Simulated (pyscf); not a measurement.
A first-order saddle from PySCF, ωB97X-D3(BJ)/def2-SVP:

```
F
Ti 1 1.8165
F 2 1.7152 1 100.24
F 2 1.7183 3 103.35 1 120.75
F 2 1.7190 3 102.82 4 117.31
B 1 1.9776 2 113.33 3 170.16
Cl 6 1.7461 1 100.38 2 133.38
Cl 6 1.7508 7 121.26 1 -107.48
Cl 6 1.8166 7 117.14 1 98.21
```
Charge 0, spin multiplicity 1.

Surface: singlet, charge 0. Lowest wavenumbers (cm⁻¹): 178i, 13, 60, 118, 132.

Task: What reaction is this the transition state of?

Result: F–Ti(F)(F)–F + Cl–B(Cl)–Cl <-> F–B(Cl)–Cl + F–Ti(F)(F)–Cl, a four-centre exchange read from left to right: F–Ti, B–Cl broken and B–F, Cl–Ti formed. At ωB97M-D3(BJ)/def2-TZVP it lies +4.0 kcal/mol from the left side and +12.3 kcal/mol from the right (each side as separated species at their lowest minima found). On the reactant side the descent ends in a complex, 4.3 kcal/mol under the separated species and 4.8 kcal/mol under the saddle at ωB97X-D3(BJ)/def2-TZVP. At ωB97X-D3(BJ) the barrier from the zero used here is 0.6 kcal/mol. This is the saddle that the search found; another between the same sides may lie lower.
